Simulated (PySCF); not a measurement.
**Electric properties by functional and basis**

Compound: C₃H₆S.
Atom-mapped SMILES: `[CH3:1][C@H:2]1[CH2:3][S:4]1` (hydrogens: H5, H6, H7 on C1; H8 on C2; H9, H10 on C3)

PySCF, dipoles from the SCF density, polarisabilities from static response with core orbitals frozen. Geometry: PBE0-D3(BJ)/def2-SVP; no solvent, vibrations or thermal averaging.

Task: How do dipole and polarisability depend on functional and basis here?

Result: 

| level | μ (D) | error (%) | α (Å³) | anisotropy (Å³) |
| --- | --- | --- | --- | --- |
| LDA/def2-SVPD | 2.039 | +4.6 | 8.74 | 2.19 |
| PBE/def2-SVPD | 2.037 | +4.5 | 8.65 | 2.20 |
| B3LYP/def2-SVPD | 2.063 | +5.8 | 8.47 | 2.14 |
| PBE0/def2-SVPD | 2.118 | +8.6 | 8.37 | 2.11 |
| BHandHLYP/def2-SVPD | 2.151 | +10.3 | 8.23 | 2.09 |
| CAM-B3LYP/def2-SVPD | 2.092 | +7.3 | 8.34 | 2.07 |
| wB97X-D/def2-SVPD | 2.168 | +11.2 | 8.30 | 2.06 |
| LC-wPBE/def2-SVPD | 2.147 | +10.1 | 8.09 | 1.98 |
| HF/def2-SVPD | 2.342 | +20.1 | 8.04 | 2.07 |
| PBE0/6-31G* | 2.239 | +14.8 | 6.74 | 2.28 |
| PBE0/def2-SVP | 1.993 | +2.2 | 6.74 | 2.06 |

Reference dipole: 1.950 D (measured, gas; NIST CCCBDB Release 22 (SRD 101), experimental dipoles). The anisotropy is √(½[(α1 − α2)² + (α2 − α3)² + (α3 − α1)²]). For the dipole, the smallest error is 2.2% (PBE0/def2-SVP) and the largest 20.1% (HF/def2-SVPD). The dipole runs from 1.99 D (PBE0/def2-SVP) to 2.34 D (HF/def2-SVPD). No reference polarisability is at hand; against PBE0 in the largest diffuse basis at hand (def2-SVPD) the other PBE0 rows deviate by 6-31G* -19%, def2-SVP -19%. In one basis (def2-SVPD) the functionals order the polarisability from HF (lowest) to LDA (highest), a spread of 9%. With PBE0 the polarisability is 6.74 Å³ without diffuse functions (mean of 6-31G* and def2-SVP) and 8.37 Å³ with them (def2-SVPD). Measured values can belong to vibrating molecules and may average over conformers; the computed ones are for one fixed geometry.
